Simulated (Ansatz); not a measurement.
Relaxation of CH5AlO (8 atoms, charge 0, multiplicity 1), to a largest force component of 0.02 eV/Å in at most 40 steps.

Level of theory: RKS PBE/def2-SVP in Ansatz 0.2.0.

```xyz
8
Properties=species:S:1:pos:R:3:forces:R:3
Al 0.000 0.000 0.000 0.73 0.01 0.85
O 0.000 0.000 1.780 -1.48 -0.59 -0.59
H -0.909 -0.281 2.117 1.39 0.55 -0.31
C 1.706 0.000 -0.985 -0.36 0.21 0.41
H 2.036 -1.046 -1.155 0.10 0.05 -0.06
H 1.569 0.508 -1.962 0.11 -0.09 -0.01
H 2.476 0.538 -0.393 0.13 -0.11 -0.13
H -1.351 0.000 -0.780 -0.62 -0.04 -0.16
```

Where does it end, and by what steps?

The forces met the threshold. The force dipped under the threshold on the way, but the program's further checks kept it going. After 12 steps the energy has fallen by 0.133 eV; H6 moved furthest, 0.35 Å.

| step | energy less start (eV) | largest force component (eV/Å) | accepted |
| --- | --- | --- | --- |
| 0 | 0.0000 | 1.482 | yes |
| 1 | 0.0261 | 2.742 | no |
| 2 | -0.1091 | 0.581 | yes |
| 3 | -0.1256 | 0.219 | yes |
| 4 | -0.1300 | 0.061 | yes |
| 5 | -0.1311 | 0.015 | yes |
| 6 | -0.1316 | 0.049 | yes |
| 7 | -0.1317 | 0.101 | yes |
| 8 | -0.1322 | 0.080 | yes |
| 9 | -0.1329 | 0.009 | yes |
| 10 | -0.1331 | 0.010 | yes |
| 11 | -0.1318 | 0.173 | no |
| 12 | -0.1334 | 0.016 | yes |

```xyz
8
Properties=species:S:1:pos:R:3
Al -0.032 -0.100 -0.048
O -0.021 0.058 1.671
H -0.831 0.012 2.204
C 1.696 0.008 -0.955
H 1.947 -0.959 -1.444
H 1.685 0.772 -1.762
H 2.517 0.257 -0.253
H -1.436 -0.330 -0.792
```

Run time: 25 s on 1 thread of Arm Neoverse V1, with other jobs on the host, peak memory 0.13 GiB.
